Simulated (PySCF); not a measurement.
**An isoelectronic set: 14 electrons**

MP2 in PySCF with def2-TZVPPD on every atom, for the lowest determinant that a PBE0 search found; no spin–orbit coupling. All have 14 electrons, 10 of them in the valence shells, and the same state, a singlet (closed shell). For ions De leads to the atom and ion picked by measured ionisation energies and electron affinities.

| species | difference of nuclear charges | Re (Å) | ωe (cm⁻¹) | k (mdyn/Å) | De (eV) | dissociates to |
| --- | --- | --- | --- | --- | --- | --- |
| CN⁻ | 1 | 1.189 | 1995 | 15.2 | n/a | C⁻ + N |
| BO⁻ | 3 | 1.249 | 1678 | 10.8 | 9.82 | B + O⁻ |
| N2 | 0 | 1.113 | 2196 | 19.9 | 9.97 | N + N |
| CO | 2 | 1.138 | 2117 | 18.1 | 11.51 | C + O |
| BF | 4 | 1.271 | 1401 | 8.06 | 8.07 | B + F |
| NO⁺ | 1 | 1.081 | 2164 | 20.6 | 11.10 | N + O⁺ |
| CF⁺ | 3 | 1.157 | 1812 | 14.2 | 8.09 | C⁺ + F |

Correlated steps freeze 2 core orbitals. For an ion De counts to the pair picked by the measured ionisation energies or electron affinities, which need not be the lowest pair at this level. Where the molecule has an RHF reference, its open-shell atoms are computed with UHF.
